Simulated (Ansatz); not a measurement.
# SiH₅ (doublet): from Hartree-Fock to the top rungs at distance H1–H2 along a hydrogen transfer = 0.983 Å, cc-pVDZ

Aim: climb from Hartree-Fock through coupled cluster and multireference methods for SiH₅ (doublet) at one geometry and basis, and see what each rung misses.

The runs use Ansatz 0.2.0, Gaussian basis; cc-pVDZ, core rule «outside noble gas», up to 5 orbitals frozen.

The runs, in order: UHF; CCSD(T) on ROHF; CCSD(T) on UHF; BCCD(T) on ROHF; CISD; CCSDT(Q) on ROHF; CCSDT(Q) on UHF; CASSCF and MRCISD+Q, 3 electrons in 3 orbitals; CASSCF and NEVPT2, 3 electrons in 3 orbitals; CASSCF and MRCISD+Q, 9 electrons in 9 orbitals; CASSCF and NEVPT2, 9 electrons in 9 orbitals.

6 further runs of the same task are left out: 1 for a mislabelled method, 5 that didn't finish.

## (1) What is computed

The geometry derives from fragments relaxed apart (PBE0/def2-TZVP) and kept rigid, so it is no stationary point. A hydrogen atom is moved between rigid fragments.

6 atoms, charge 0, spin multiplicity 2.

Atoms are counted from 1 here; the program's logs count them from 0.

Bond lengths: H2–Si3 1.535 Å, Si3–H4 1.486 Å, Si3–H5 1.486 Å, Si3–H6 1.486 Å. Angles: H2–Si3–H4 107.6°, H2–Si3–H5 107.6°, H2–Si3–H6 107.6°, H4–Si3–H5 111.3°, H4–Si3–H6 111.3°, H5–Si3–H6 111.3°.

Coordinates:

```
H    -2.43575    0.00000    0.00000
H    -1.45275    0.00000    0.00000
Si    0.08225    0.00000    0.00000
H     0.53222   -1.41625    0.00000
H     0.53222    0.70813   -1.22651
H     0.53222    0.70813    1.22651
```

## (2) UHF

in.yaml

```yaml
crystal:
  periodic: [false, false, false]
  atoms:
    - {symbol: H, position_ang: [-2.435750, 0.000000, -0.000002]}
    - {symbol: H, position_ang: [-1.452750, 0.000000, -0.000001]}
    - {symbol: Si, position_ang: [0.082250, 0.000000, 0.000000]}
    - {symbol: H, position_ang: [0.532224, -1.416253, 0.000001]}
    - {symbol: H, position_ang: [0.532224, 0.708126, -1.226511]}
    - {symbol: H, position_ang: [0.532223, 0.708127, 1.226511]}
basis:
  gaussian: {orbitals: cc-pVDZ}
magnetization: {spin_polarized: true, initial_magnetization: 1}
hamiltonian: {xc: hf}
output: {orbitals: {seedname: orbitals}}
```

Launch:

```sh
$ ansatz run in.yaml --threads 1 --pin off --events-out ev --progress --plain --max-ram 2393MiB
```

The runs that follow: CCSD(T) on ROHF; CCSD(T) on UHF; BCCD(T) on ROHF; CISD; CCSDT(Q) on ROHF; CCSDT(Q) on UHF; CASSCF and MRCISD+Q, 3 electrons in 3 orbitals; CASSCF and NEVPT2, 3 electrons in 3 orbitals; CASSCF and MRCISD+Q, 9 electrons in 9 orbitals; CASSCF and NEVPT2, 9 electrons in 9 orbitals.

Before running them: what should the planned runs give, taken together? Wanted: UCCSDT(Q) below the RHF energy; RMP2 from UCCSDT(Q); UMP2 from UCCSDT(Q); RCCSD from UCCSDT(Q); RCCSD(T) from UCCSDT(Q); UCCSD(T) from UCCSDT(Q); RCCSDT(Q) from UCCSDT(Q); NEVPT2 pair from UCCSDT(Q); NEVPT2 valence from UCCSDT(Q).

**Answer**, as computed:

| quantity | value |
| --- | --- |
| UCCSDT(Q) below the RHF energy | -4.6478 eV |
| RMP2 from UCCSDT(Q) | +100.7 kJ/mol |
| UMP2 from UCCSDT(Q) | +101.0 kJ/mol |
| RCCSD from UCCSDT(Q) | +10.4 kJ/mol |
| RCCSD(T) from UCCSDT(Q) | +2.2 kJ/mol |
| UCCSD(T) from UCCSDT(Q) | +2.2 kJ/mol |
| RCCSDT(Q) from UCCSDT(Q) | 0.0 kJ/mol |
| NEVPT2 pair from UCCSDT(Q) | +98.1 kJ/mol |
| NEVPT2 valence from UCCSDT(Q) | +88.6 kJ/mol |
| MRCISD+Q valence from UCCSDT(Q) | +2.1 kJ/mol |
| levels within 1 kcal/mol (43 meV) | RCCSD(T), UCCSD(T), BCCD(T), RCCSDT, UCCSDT, RCCSDT(Q), MRCISD+Q valence |
| T1 diagnostic | 0.023 |
| effectively unpaired electrons | 1.02 |

**Reading.** RCCSD(T) lands +2.2 kJ/mol from the yardstick (0.5 % of the correlation energy). One determinant dominates. Of the multireference levels listed MRCISD+Q valence comes nearest in total energy (+2.1 kJ/mol), which doesn't show that its space is the better one. These misses are within one basis, not against nature; the frozen cores of restricted and unrestricted runs differ, which can shift their rows.
